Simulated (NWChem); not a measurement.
## Correlation energy of fluorine (F₂)

SMILES: FF
```xyz
2

F      0.0000     0.0000     0.6882
F      0.0000     0.0000    -0.6882
```
Charge 0, spin multiplicity 1.

Everything below was run with NWChem. The geometry was optimised at PBE0/def2-SVP, a minimum by its harmonic frequencies.

Basis set: cc-pVTZ. Each correlation energy counts from its own Hartree-Fock reference.

The correlated methods keep 2 core orbitals frozen. Coupled-cluster values serve here as a point of comparison, not as the truth.

### Question
For the correlation energy, RI-MP2 gives -518.4 mHa and CCSD(T) gives -539.2 mHa. What do CR-CCSD[T], CCSD, CR-CCSD(T) give?

### Answer
CR-CCSD[T]: -536.9 mHa; CCSD: -522.1 mHa; CR-CCSD(T): -536.3 mHa.
